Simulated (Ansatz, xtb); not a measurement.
## Two isomers of C2HFO

We compare X, `OC#CF`, a singlet, with Y, `O=C=CF`, a singlet. Both are isolated molecules in the gas phase, relaxed with PBE-D3(BJ)/def2-SVP.

Quicker runs give these differences E(Y) − E(X): GFN2-xTB −19.0 kcal/mol; HF/STO-3G −21.3 kcal/mol (at GFN2-xTB geometries); r2SCAN-D4/def2-SVP −38.1 kcal/mol (at GFN2-xTB geometries).

Estimate E(Y) − E(X) at the level CCSD(T)/def2-TZVPP.

Calculated at CCSD(T)/def2-TZVPP: E(Y) − E(X) = −36.1 kcal/mol, so structure Y lies lower.

The same difference at several levels:

| level | geometry | E(Y) − E(X) (kcal/mol) | departure from the last row (kcal/mol) | job, with rough time for the two |
| --- | --- | --- | --- | --- |
| GFN2-xTB | GFN2-xTB | −19.0 | +17.1 | optimisation, 0.66 s |
| HF/STO-3G | GFN2-xTB | −21.3 | +14.9 | single point, 1.2 s |
| r2SCAN-D4/def2-SVP | GFN2-xTB | −38.1 | −1.9 | single point, 4.8 s |
| PBE-D3(BJ)/def2-SVP | PBE-D3(BJ)/def2-SVP | −37.5 | −1.3 | optimisation, 58 s |
| HF/def2-TZVPP | PBE-D3(BJ)/def2-SVP | −37.5 | −1.4 | part of the CCSD(T) run |
| MP2/def2-TZVPP | PBE-D3(BJ)/def2-SVP | −34.9 | +1.3 | part of the CCSD(T) run |
| CCSD(T)/def2-TZVPP | PBE-D3(BJ)/def2-SVP | −36.1 |  | single point, 95 s |

As drawn, Y has 1 C=O, 1 C=C, 1 C–H in place of 1 C–O, 1 C≡C, 1 O–H.

None of the levels shown reverses the order. The largest departure from CCSD(T)/def2-TZVPP is that of GFN2-xTB, 17.1 kcal/mol.

With harmonic frequencies from PBE-D3(BJ)/def2-SVP (ideal gas, rigid rotor, one conformer each, 298.15 K, 1 atm): the zero-point term adds +0.5 kcal/mol; ΔH is −36.3 and ΔG −35.6 kcal/mol.

The correlated steps freeze 4 core orbitals. Mirror images aren't counted in ΔG. Programs: Ansatz 0.2.0, xtb 6.7.1; the last row on 1 thread of Intel(R) Xeon(R) Processor @ 2.50GHz (Skylake/Cascade Lake) on a shared host.
